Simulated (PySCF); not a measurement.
Level of theory: PySCF with PBE-D3(BJ)/def2-TZVP. All species are isolated molecules in the gas phase. 

Reference species (SMILES): `[CH3]` (neutral, multiplicity 2).

The highest occupied spin orbital is -5.38 eV.

Changed species: `[SiH3]` (radical fragment; the reference has radical fragment).

**Question.** What does the change do to the highest occupied spin orbital?

**Answer.** the highest occupied spin orbital rises by 0.06 eV, to -5.32 eV.
